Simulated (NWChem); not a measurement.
Molecule: fluorine (F2); SMILES FF

```xyz
2

F      0.0000     0.0000     0.6882
F      0.0000     0.0000    -0.6882
```
Atoms are numbered in this order, from 1.

Structure relaxed at the PBE0/def2-SVP level.

Problem. List the 4 lowest vertical singlet excitations from CAM-B3LYP/def2-SVPD, TDA (NWChem).

Solution. 
```tsv
state	energy (eV)	oscillator strength	leading excitation (squared amplitude)
S1	4.96	0.000	HOMO−1 → LUMO (0.99)
S2	4.96	0.000	HOMO → LUMO (0.99)
S3	8.81	0.000	HOMO−2 → LUMO (0.99)
S4	8.81	0.000	HOMO−3 → LUMO (0.99)
```
